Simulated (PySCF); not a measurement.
## Two probes of the same atoms: core binding energy and nuclear shielding

2-methylthiazole, C4H5NS.
Z-matrix (Å and degrees, PBE0-D3(BJ)/def2-SVP geometry), rows numbered from 1:
```
C 
C   1  1.4896
N   2  1.2991  1  124.57
C   3  1.3649  2  111.60  1   178.97
C   4  1.3670  3  115.79  2     0.05
S   5  1.7185  4  109.41  3     0.03
H   1  1.0975  2  108.27  3    12.40
H   1  1.1016  2  111.27  3  -106.61
H   1  1.0999  2  111.89  3   132.75
H   4  1.0916  3  119.69  2   179.84
H   5  1.0885  4  128.77  3   179.70
```

Binding energies: delta-SCF UKS SCAN, pcX-2 on the ionised atom, pcseg-1 elsewhere, spin-free X2C in PySCF. Shieldings: GIAO PBE/pcSseg-2, non-relativistic, same geometry.

| atom | C 1s (eV) |
| --- | --- |
| C1 | 291.20 |
| C2 | 291.82 |
| C4 | 291.09 |
| C5 | 290.83 |

Task: What are the absolute isotropic shieldings of these atoms?

Result: 
| atom | environment | C 1s (eV) | isotropic shielding (ppm) |
| --- | --- | --- | --- |
| C5 | aromatic CH next to a ring sulfur | 290.83 | 51.1 |
| C4 | aromatic CH next to a ring nitrogen | 291.09 | 30.9 |
| C1 | benzylic-type carbon | 291.20 | 157.8 |
| C2 | substituted aromatic carbon | 291.82 | 6.4 |

Task: Among the listed atoms, is the one with the highest binding energy also the least shielded?

Result: Yes: C2 has both (291.82 eV, 6.4 ppm).

By binding energy: C5 < C4 < C1 < C2. By shielding: C2 < C4 < C5 < C1.

Geometry: PBE0-D3(BJ)/def2-SVP; no solvent, vibrations or thermal averaging.
